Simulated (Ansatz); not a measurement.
## Which is lower?

The two ends of one reaction step of CH$_{6}$BN, singlet (PBE0-D4/def2-TZVP).

A:

| atom | x (Å) | y (Å) | z (Å) |
| --- | --- | --- | --- |
| B1 | -0.5429 | 0.2708 | -0.3020 |
| N2 | 0.4350 | 0.5070 | 0.9508 |
| C3 | -0.2457 | -0.8635 | -1.1020 |
| H4 | 1.1302 | -0.2351 | 0.9523 |
| H5 | -1.3858 | 1.1219 | -0.3495 |
| H6 | 0.9182 | 1.4000 | 0.8981 |
| H7 | -0.0628 | 0.4828 | 1.8371 |
| H8 | -0.8276 | -1.1356 | -1.9767 |
| H9 | 0.5814 | -1.5484 | -0.9083 |

B:

B1  (-0.488, 0.258, 0.197)
N2  (0.425, 1.054, 0.881)
C3  (-0.032, -0.907, -0.748)
H4  (-0.459, -1.859, -0.414)
H5  (-1.654, 0.501, 0.362)
H6  (1.422, 0.931, 0.810)
H7  (0.154, 1.805, 1.491)
H8  (-0.421, -0.752, -1.760)
H9  (1.053, -1.031, -0.819)
(Å)

Ansatz 0.2.0; basis: def2-TZVPP; cores frozen in the correlated methods. B3LYP uses VWN-RPA correlation.

(1) Which structure is lower at CCSD(T), and by how much? (To be estimated.)

T1 diagnostic: at most 0.012.

## Answers

(1) By the calculation: B, by 198.4 kJ/mol (electronic energy, against the other). By their contacts, A is CH₆BN ([CH2][BH][NH3]) and B is CH₆BN ([CH3][BH][NH2]).

All methods give the same order:

```csv
method,E(B) − E(A) (kJ/mol)
SPW92,-190.9
PBE-D4,-194.8
BLYP-D4,-197.5
r2SCAN-D4,-202.6
B97M-V,-204.7
PBE0-D4,-202.7
B3LYP-D4,-204.0
r2SCAN0-D4,-207.2
BHLYP-D4,-213.3
CAM-B3LYP-D4,-209.1
wB97X-V,-210.4
wB97M-V,-203.3
B2PLYP,-204.1
PBE-QIDH,-206.6
RPA on PBE,-197.6
HF,-225.9
MP2,-201.1
CCSD,-203.6
CCSD(T),-198.4
```

Labels in which every atom is bracketed show which atoms are joined, not bond orders.

For scale, one of the runs: CCSD(T)/def2-TZVPP, 177 basis functions, launched by `ansatz run in.yaml --threads 2 --pin off --events-out ev --progress --plain --max-ram 4352MiB`. The run took 24 s on 2 CPU threads of an Arm Neoverse V1 (shared host), with 1.7 GiB of host memory at its peak.
